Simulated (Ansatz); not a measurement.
Input file:

```yaml
crystal:
  periodic: [false, false, false]
  atoms:
    - {symbol: As, position_ang: [0.000000, 0.000000, 0.000000]}
    - {symbol: H, position_ang: [0.000000, 0.000000, 1.531400]}
basis:
  gaussian: {orbitals: aug-cc-pVDZ}
magnetization: {spin_polarized: false, initial_magnetization: 4}
correlation: {method: sc_nevpt2, electrons: outside_noble_gas, active_space: {window: {electrons: 6, orbitals: 5}, shells: [{species: As, l: s, shell: 4}, {species: As, l: p, shell: 4}, {species: H, l: s, shell: 1}]}}
```

```sh
$ ansatz run in.yaml --threads 1 --pin off --events-out ev --progress --plain --max-ram 2393MiB
```

The program prints:

```
762 factors; integrals over basis functions are off by at most 2.0e-7 eV
mean field evaluation 1: about -60802.2200 eV, gradient 1.1e1 eV
mean field evaluation 2: about -60802.2209 eV, gradient 1.1e1 eV
mean field evaluation 4: about -60804.1587 eV, gradient 1.8e0 eV
mean field evaluation 8: about -60804.3881 eV, gradient 1.8e-1 eV
mean field evaluation 16: about -60804.3884 eV, gradient 1.1e-6 eV
mean field -60804.38838550 eV, -2234.5200584723 hartree, gradient 1.1e-6 eV, S^2 6.000000; 1 other end points of the search recorded, 0 dependent functions left out
reference -60804.38838550 eV, -2234.5200584723 hartree; 19, 15 occupied and 26, 30 virtual orbitals, 762 factors
state -60804.38838550 eV, -2234.5200584723 hartree
state -60804.38838550 eV, -2234.5200584723 hartree; corrected -60806.16131782 eV, -2234.5852125336 hartree
Total energy: -60806.16131782 eV, -2234.5852125336 hartree
Checks for a lower state left out: starts, orbital_swaps
```

Ran on 1 thread of Intel Xeon, shared host: 5.5 s wall, 0.11 GiB peak host memory.
